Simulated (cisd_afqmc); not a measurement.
Input (AFQMC/CISD/aug-cc-pVDZ; cisd_afqmc is a phaseless AFQMC code with CISD trial states that reads the integrals written by Ansatz):

Ansatz 0.2 input:
```python
import cisd_afqmc

open("ham.yaml", "w").write("""\
crystal:
  periodic: [false, false, false]
  atoms:
    - {symbol: O, position_ang: [-0.00000000, -0.00000000, -0.10780207]}
    - {symbol: H, position_ang: [0.00000000, 0.00000000, 0.86241659]}
basis:
  gaussian:
    orbitals: aug-cc-pVDZ
total_charge: -1
magnetization: {spin_polarized: false}
correlation: {method: ccsd, electrons: outside_noble_gas, hamiltonian_folder: ham}
""")
rep = cisd_afqmc.ansatz("ham.yaml")
e_ccsd = rep["correlation"]["coupled_cluster"]["energy"]["hartree"]
out = cisd_afqmc.run("ham", e_ccsd, trial="CISD", walkers=200, populations=8, threads=8, dt=0.005, steps=40, early=24, settle=10, least=32,
    cut=5e-5, rank_cut=2e-4, target=0.0004, seconds=1500, seed=1, memory=17280, gpu=False)
```

Output:

```
orbitals 31, occupied [4], factors 150 of 302, rank of the doubles 68 of 108
E(HF) = -75.395644
E(CCSD) on the cut factors = -75.635817, shift to the whole factors -0.000015
Energy of the trial state on the determinant = -75.635903
  tau behind 7.2 of longer steps, mean of the populations' last blocks
   2.0  -75.64430
   4.0  -75.64498
   6.0  -75.64509
   8.0  -75.64443
blocks 272 (0 outliers left out), error by blocks joined: 1: 0.00021, 2: 0.00025, 4: 0.00031, 8: 0.00034, 16: 0.00027
E(AFQMC/CISD) = -75.64485 +/- 0.00034
```
